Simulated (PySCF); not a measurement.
## Continuum solvent and chemical shifts

Atoms are numbered as in `[CH3:1][NH:2][NH:3][CH3:4]`. Each H is labelled by its parent atom.

GIAO PBE0/pcSseg-1 in PySCF 2.14.0 with density-fitted response routines on one PBE0-D3(BJ)/def2-SVP conformer, non-relativistic, equivalent nuclei averaged. Solvents enter as an IEF-PCM continuum (chloroform with ε = 4.7, dimethylsulfoxide with ε = 46.8) around the gas-phase geometry. Shifts are referred to TMS computed in the same medium.

Gas phase, δ in ppm: C1/C4 40.7, H(C1)/H(C4) 2.55, H(N2)/H(N3) 1.43. Dipole moment 1.70 D.

Q: How does each δ change in the continuum?

A: 
| atoms | environment | Δδ, chloroform | Δδ, dimethylsulfoxide |
| --- | --- | --- | --- |
| C1/C4 | methyl carbon bonded to N | +0.4 | +0.6 |
| H(C1)/H(C4) | hydrogen on a methyl carbon bonded to N | -0.01 | -0.02 |
| H(N2)/H(N3) | hydrogen on a nitrogen bonded to O or N | +0.42 | +0.63 |

Changes are relative to the gas phase. The dipole moment becomes 2.09 D in chloroform, 2.30 D in dimethylsulfoxide.

Q: Which of the listed nuclei move most (in ppm), and what does the model miss? (N and O are left out, as their reference compounds move with the solvent too.)

A: C1/C4 (methyl carbon bonded to N, +0.6 ppm) and H(N2)/H(N3) (hydrogen on a nitrogen bonded to O or N, +0.63 ppm) in dimethylsulfoxide. A continuum only polarises the solute; specific hydrogen bonds, the anisotropy of aromatic solvents and changes of geometry or conformer are outside it.
